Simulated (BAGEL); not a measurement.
# One shape, several levels: triplet C2H3ClO

We compute a comparison of 3 runs (UHF/3-21G, ROHF/6-31G*, UHF/6-31G*) of triplet C2H3ClO. 

Program for the calculation: BAGEL 1.2.2.

13 further runs of the same task are left out: 1 that didn't finish, 12 set aside as unsound or not needed.

## (1) The structure to begin with

The species is C2H3ClO (7 atoms), meant as a triplet with charge 0. As SMILES of the parent species, `CC(=O)Cl`. The coordinates come from a PBE0-D4/def2-TZVP relaxation. That shape belongs to the parent species and isn't relaxed for this state.

Bond lengths: C1–C2 1.491 Å, C2–O3 1.179 Å, C2–Cl4 1.794 Å, C1–H5 1.089 Å, C1–H6 1.091 Å, C1–H7 1.091 Å. Angles: C1–C2–O3 127.8°, C1–C2–Cl4 111.8°, O3–C2–Cl4 120.4°, C2–C1–H5 109.4°, C2–C1–H6 109.4°, C2–C1–H7 109.4°, H5–C1–H6 110.6°, H5–C1–H7 110.6°, H6–C1–H7 107.3°.

## (2) The energy at UHF/3-21G (density fitting with cc-pvqz-jkfit) (run 1)

Contents of input.json:

```json
{ "bagel": [

{
  "title": "molecule",
  "basis": "3-21g",
  "df_basis": "cc-pvqz-jkfit",
  "angstrom": true,
  "geometry": [
    { "atom": "C", "xyz": [    0.144710,    0.666770,    0.108700 ] },
    { "atom": "C", "xyz": [    0.017280,   -0.815930,    0.021550 ] },
    { "atom": "O", "xyz": [    0.681540,   -1.630880,    0.555040 ] },
    { "atom": "Cl", "xyz": [   -1.337090,   -1.306820,   -1.047030 ] },
    { "atom": "H", "xyz": [    0.973300,    0.921250,    0.767410 ] },
    { "atom": "H", "xyz": [   -0.788440,    1.089970,    0.484050 ] },
    { "atom": "H", "xyz": [    0.308710,    1.075650,   -0.889730 ] }
  ]
},
{ "title": "uhf", "nopen": 2 },
{ "title": "print", "file": "orbitals.molden", "orbitals": true }

]}
```

Command:

```
$ BAGEL_NUM_THREADS=1 BAGEL input.json > input.out
```

The log of the run:

```text
* using 1 threads per process

  ===============================================================
  ===============================================================

  *** Geometry ***

  { "atom" : "C", "xyz" : [      0.273462,      1.260013,      0.205413 ] },
  { "atom" : "C", "xyz" : [      0.032654,     -1.541884,      0.040724 ] },
  { "atom" : "O", "xyz" : [      1.287924,     -3.081917,      1.048874 ] },
  { "atom" : "Cl", "xyz" : [     -2.526734,     -2.469532,     -1.978600 ] },
  { "atom" : "H", "xyz" : [      1.839270,      1.740910,      1.450195 ] },
  { "atom" : "H", "xyz" : [     -1.489936,      2.059745,      0.914722 ] },
  { "atom" : "H", "xyz" : [      0.583377,      2.032684,     -1.681346 ] },

  Number of auxiliary basis functions:      619

  Since a DF basis is specified, we compute 2- and 3-index integrals:
    o Being stored without compression. Storage requirement is 0.010 GB

  Number of basis functions:       46
  Number of electrons      :       40

    * METHOD: MOLECULE                             0.36

  *** Open-shell HF ***

  === Nuclear Repulsion ===
   149.6582247003

      * DIIS with orbital gradients will be used.

  === UHF iteration (3-21g) ===
      0       -608.48658233          0.04192250           0.10
      1       -608.57952484          0.03149383           0.10
      2       -608.61821559          0.01911536           0.11
      3       -608.63912893          0.00444243           0.09
      4       -608.64711378          0.00165828           0.10
      5       -608.64818065          0.00069716           0.09
      6       -608.64846579          0.00030761           0.09
      7       -608.64858008          0.00015363           0.10
      8       -608.64861838          0.00007506           0.10
      9       -608.64862236          0.00002735           0.10
     10       -608.64862276          0.00001306           0.10
     11       -608.64862287          0.00000584           0.10
     12       -608.64862290          0.00000302           0.10
     13       -608.64862291          0.00000183           0.13
     14       -608.64862292          0.00000117           0.11
     15       -608.64862292          0.00000071           0.11
     16       -608.64862292          0.00000033           0.10
     17       -608.64862292          0.00000016           0.11
     18       -608.64862292          0.00000007           0.11
     19       -608.64862292          0.00000003           0.10
     20       -608.64862292          0.00000002           0.11
     21       -608.64862292          0.00000001           0.11
    * SCF iteration converged.

    * S^2 (UHF) is 2.0157

    * Permanent dipole moment:
           (   -0.268029,    -0.771955,    -0.205158) a.u.

    * METHOD: UHF                                  2.38

    * METHOD: PRINT                                0.00

  ===============================================================
```

Run time: 3.3 s. Hardware: 1 thread of Arm Neoverse V2, shared host.

## (3) A single-point energy at ROHF/6-31G(d) (density fitting with cc-pvqz-jkfit, spherical functions) (run 2)

Contents of input.json:

```json
{ "bagel" : [

{
  "title" : "molecule",
  "basis" : "6-31gs.json",
  "df_basis" : "cc-pvqz-jkfit",
  "angstrom" : true,
  "geometry" : [
    { "atom" : "C", "xyz" : [    0.144710,    0.666770,    0.108700 ] },
    { "atom" : "C", "xyz" : [    0.017280,   -0.815930,    0.021550 ] },
    { "atom" : "O", "xyz" : [    0.681540,   -1.630880,    0.555040 ] },
    { "atom" : "Cl", "xyz" : [   -1.337090,   -1.306820,   -1.047030 ] },
    { "atom" : "H", "xyz" : [    0.973300,    0.921250,    0.767410 ] },
    { "atom" : "H", "xyz" : [   -0.788440,    1.089970,    0.484050 ] },
    { "atom" : "H", "xyz" : [    0.308710,    1.075650,   -0.889730 ] }
  ]
},
{ "title" : "rohf", "nopen" : 2 },
{ "title" : "print", "file" : "orbitals.molden", "orbitals" : true }

]}
```

The basis set 6-31G* is read from a file made from the Basis Set Exchange's data (not shown).

Command:

```
$ BAGEL_NUM_THREADS=1 BAGEL input.json > input.out
```

The log of the run:

```text
* using 1 threads per process

  ===============================================================
  ===============================================================

  *** Geometry ***

  { "atom" : "C", "xyz" : [      0.273462,      1.260013,      0.205413 ] },
  { "atom" : "C", "xyz" : [      0.032654,     -1.541884,      0.040724 ] },
  { "atom" : "O", "xyz" : [      1.287924,     -3.081917,      1.048874 ] },
  { "atom" : "Cl", "xyz" : [     -2.526734,     -2.469532,     -1.978600 ] },
  { "atom" : "H", "xyz" : [      1.839270,      1.740910,      1.450195 ] },
  { "atom" : "H", "xyz" : [     -1.489936,      2.059745,      0.914722 ] },
  { "atom" : "H", "xyz" : [      0.583377,      2.032684,     -1.681346 ] },

  Number of auxiliary basis functions:      619

  Since a DF basis is specified, we compute 2- and 3-index integrals:
    o Being stored without compression. Storage requirement is 0.022 GB

  Number of basis functions:       66
  Number of electrons      :       40

    * METHOD: MOLECULE                             0.34

  *** Open-shell HF ***

  === Nuclear Repulsion ===
   149.6582247003

      * DIIS with orbital gradients will be used.

  === ROHF iteration (6-31gs.json) ===
      0       -611.35092677          0.04397975           0.13
      1       -611.40891135          0.04605942           0.13
      2       -611.44502999          0.03885279           0.13
      3       -611.61288218          0.00616983           0.16
      4       -611.63204061          0.00523165           0.16
      5       -611.63907438          0.00522211           0.17
      6       -611.65301363          0.00504807           0.16
      7       -611.67021265          0.00334580           0.16
      8       -611.67605664          0.00088267           0.17
      9       -611.67608851          0.00055855           0.16
[... 13 lines of this table left out ...]
     23       -611.67616055          0.00000007           0.12
     24       -611.67616055          0.00000004           0.12
     25       -611.67616055          0.00000002           0.15
     26       -611.67616055          0.00000001           0.13
    * SCF iteration converged.

    * S^2 (ROHF) is 2.0000

    * Permanent dipole moment:
           (   -0.262090,    -0.650312,    -0.201701) a.u.

    * METHOD: ROHF                                 3.78

    * METHOD: PRINT                                0.01

  ===============================================================
```

Wall time 4.5 s (1 thread of Arm Neoverse V2, shared host); peak memory 0.097 GiB.

## (4) The energy at UHF/6-31G(d) (density fitting with cc-pvqz-jkfit, spherical functions) (run 3)

Contents of job.json:

```json
{ "bagel": [

{
  "title": "molecule",
  "basis": "6-31gs.json",
  "df_basis": "cc-pvqz-jkfit",
  "angstrom": true,
  "geometry": [
    { "atom": "C", "xyz": [    0.144710,    0.666770,    0.108700 ] },
    { "atom": "C", "xyz": [    0.017280,   -0.815930,    0.021550 ] },
    { "atom": "O", "xyz": [    0.681540,   -1.630880,    0.555040 ] },
    { "atom": "Cl", "xyz": [   -1.337090,   -1.306820,   -1.047030 ] },
    { "atom": "H", "xyz": [    0.973300,    0.921250,    0.767410 ] },
    { "atom": "H", "xyz": [   -0.788440,    1.089970,    0.484050 ] },
    { "atom": "H", "xyz": [    0.308710,    1.075650,   -0.889730 ] }
  ]
},
{ "title": "uhf", "nopen": 2 },
{ "title": "print", "file": "orbitals.molden", "orbitals": true }

]}
```

The basis set 6-31G* is read from a file made from the Basis Set Exchange's data (not shown).

Command:

```
$ BAGEL_NUM_THREADS=1 BAGEL job.json > job.out
```

The log of the run:

```text
* using 1 threads per process

  ===============================================================
  ===============================================================

  *** Geometry ***

  { "atom" : "C", "xyz" : [      0.273462,      1.260013,      0.205413 ] },
  { "atom" : "C", "xyz" : [      0.032654,     -1.541884,      0.040724 ] },
  { "atom" : "O", "xyz" : [      1.287924,     -3.081917,      1.048874 ] },
  { "atom" : "Cl", "xyz" : [     -2.526734,     -2.469532,     -1.978600 ] },
  { "atom" : "H", "xyz" : [      1.839270,      1.740910,      1.450195 ] },
  { "atom" : "H", "xyz" : [     -1.489936,      2.059745,      0.914722 ] },
  { "atom" : "H", "xyz" : [      0.583377,      2.032684,     -1.681346 ] },

  Number of auxiliary basis functions:      619

  Since a DF basis is specified, we compute 2- and 3-index integrals:
    o Being stored without compression. Storage requirement is 0.022 GB

  Number of basis functions:       66
  Number of electrons      :       40

    * METHOD: MOLECULE                             0.36

  *** Open-shell HF ***

  === Nuclear Repulsion ===
   149.6582247003

      * DIIS with orbital gradients will be used.

  === UHF iteration (6-31gs.json) ===
      0       -611.35092677          0.04397975           0.16
      1       -611.42162435          0.04520600           0.15
      2       -611.47947136          0.03646886           0.16
      3       -611.62490246          0.00513363           0.15
      4       -611.64623285          0.00486698           0.14
      5       -611.65847003          0.00450848           0.13
      6       -611.68401216          0.00186911           0.14
      7       -611.68455844          0.00103767           0.15
      8       -611.68550272          0.00039768           0.15
      9       -611.68566858          0.00023360           0.16
[... 19 lines of this table left out ...]
     29       -611.68577313          0.00000003           0.14
     30       -611.68577313          0.00000002           0.14
     31       -611.68577313          0.00000001           0.14
     32       -611.68577313          0.00000001           0.13
    * SCF iteration converged.

    * S^2 (UHF) is 2.0193

    * Permanent dipole moment:
           (   -0.259859,    -0.658353,    -0.199861) a.u.

    * METHOD: UHF                                  4.98

    * METHOD: PRINT                                0.01

  ===============================================================
```

Wall time 5.7 s (1 thread of Arm Neoverse V2, shared host); peak memory 0.097 GiB.

## (5) Overview of the runs

| run | level | energy (Eh) | dipole moment (D) | ⟨S²⟩ | wall time |
| --- | --- | --- | --- | --- | --- |
| 1 | UHF/3-21G (density fitting with cc-pvqz-jkfit) | -608.648623 | 2.14 | 2.016 | 3.3 s |
| 2 | ROHF/6-31G* (density fitting with cc-pvqz-jkfit, spherical functions) | -611.676161 | 1.85 | 2.000 | 4.5 s |
| 3 | UHF/6-31G* (density fitting with cc-pvqz-jkfit, spherical functions) | -611.685773 | 1.87 | 2.019 | 5.7 s |

## (6) What came out

```
            quantity          value
 run 3: total energy  -611.68577 Eh
run 3: dipole moment         1.87 D
         run 3: ⟨S²⟩          2.019
```

The dipole moment (its size) runs from 1.85 D (ROHF/6-31G*) to 2.14 D (UHF/3-21G). The two ends differ in method and basis. All runs together took 14 s, the longest 5.7 s.
